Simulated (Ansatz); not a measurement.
# CS+ (quartet): from Hartree-Fock to the top rungs, def2-TZVPP

An exercise on one series of results from a longer session: the logs are not shown, and one member is left open.

Program: Ansatz 0.2.0, Gaussian basis. Level of theory: def2-TZVPP, core rule «outside noble gas», up to 6 orbitals frozen. These are calculated values, not measurements.

Plan: UHF; ROHF; CCSD(T) on UHF.

## The geometry

The geometry is a PBE0/def2-TZVP stationary point (not a proven minimum).

2 atoms, charge 1, spin multiplicity 4.

Atoms are counted from 1 here; the program's logs count them from 0.

Bond lengths: C1–S2 1.654 Å.

Set-up of the first run:

Input file in.yaml:

```yaml
crystal:
  periodic: [false, false, false]
  atoms:
    - {symbol: C, position_ang: [0.000000, 0.000000, 0.000000]}
    - {symbol: S, position_ang: [0.000000, 0.000000, 1.653700]}
basis:
  gaussian: {orbitals: def2-TZVPP}
total_charge: 1
magnetization: {spin_polarized: true, initial_magnetization: 3}
hamiltonian: {xc: hf}
output: {orbitals: {seedname: orbitals}}
```

Launch:

```sh
ansatz run in.yaml --threads 1 --pin off --events-out ev --progress --plain --max-ram 4096MiB --backend cpu
```

Steps of the session up to this table: UHF; ROHF; CCSD(T) on UHF.

One table of the session follows, with a row left open; its other results are not shown here.

It belongs to the step «Misses and costs». 

```
  method  from UCCSD(T) (meV)
    ROHF              +7188.3
     UHF              +6732.0
    UMP2                    ?
   UCCSD               +395.5
UCCSD(T)                    0
```

Q: Estimate the row for UMP2 from the others.

The run gave: from UCCSD(T) (meV): +1640.7. In the column «from UCCSD(T) (meV)» it lies between UCCSD (+395.5) and UHF (+6732.0).

The program flags UCCSD(T) as in doubt (see the logs), so the zero of the table is itself unsure.

Limits of these values: The program flags UCCSD(T) as in doubt, so the zero of the table is itself unsure.
